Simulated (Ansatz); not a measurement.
Results of PBE+SOC (Ansatz, a first-principles code, PAW) for rutile SnO₂.

Run with plane-wave cutoff 520 eV, 8×8×10 k mesh (along the axes of the cell as run), Fermi–Dirac smearing 0.01 eV, PAW data made under PBE.

Shape and atoms are relaxed at each volume.

Pressure at four volumes; x = ln(V/12.575 Å³). One pressure is withheld.

```
V (Å³/atom)        x  P (GPa)
-----------  -------  -------
12.072       -0.0408     7.65
12.575        0.0000     0.00
12.827        0.0198    -3.12
13.078        0.0392        ?
```

Q: Pass a parabola P(x) through the three rows shown, estimate the bulk modulus and its pressure derivative near zero pressure, and predict the withheld pressure.

A: Slopes between the rows: (0.00 − (7.65))/(0.0000 − (-0.0408)) = -187.50 and (-3.12 − (0.00))/(0.0198 − (0.0000)) = -157.58 GPa. Their difference over the span 0.0606 is c = 29.92/0.0606 = 493.7 GPa, so P(x) = 7.65 + (-187.50)(x − (-0.0408)) + 493.7 (x − (-0.0408))(x − (0.0000)). At the middle row B = −dP/dx = −[-187.50 + 493.7 × 0.0408] = 167.4 GPa, and B′ = dB/dP = 2c/B = 5.9. At x = 0.0392 the parabola gives -5.80 GPa; the run gives -5.84 GPa. The Birch–Murnaghan fit to the energies at all volumes has B0 = 167 GPa and B′ = 5.7.

Measured, for comparison: bulk modulus 212 GPa (temperature not stated, no zero-point or thermal correction, from measured elastic constants; as tabulated in Toher et al. (2017), arXiv:1611.05714). Computed (rounded) less measured: bulk modulus -21 %.

Note: the bulk modulus comes from volumes at which shape and atoms were relaxed.
